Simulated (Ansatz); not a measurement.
Basis-set extrapolation for C₂H₃F₃, SMILES `FCC(F)F` (PBE0-D4/def2-TZVP geometry, frozen core, the Gaussian-basis code of Ansatz). Multiplicity 1, RHF reference.

|  | def2-TZVPP | def2-QZVPP |
| --- | --- | --- |
| HF | -375.954853 | -375.971398 |
| MP2 correlation | -1.076467 | -1.171462 |
| CCSD(T) correlation | -1.130301 | not run |

Energies in hartree. Use E(X) = E(∞) + A·exp(−7.88·√X) for Hartree–Fock and E(X) = E(∞) + B·X^(−2.97) for correlation, with X = 3 and 4, and add CCSD(T) minus MP2 of the smaller set to the MP2 limit.

Task: What is the CCSD(T) energy at the basis-set limit?

Result: HF limit: -375.971398 + (-0.016545) × 0.13774 = -375.97368. MP2 limit: -1.171462 + (-0.094995) × 0.74074 = -1.24183. Higher-order term: -1.130301 − (-1.076467) = -0.05383. Total: -377.26934 hartree, 5.01 eV below CCSD(T)/def2-TZVPP.
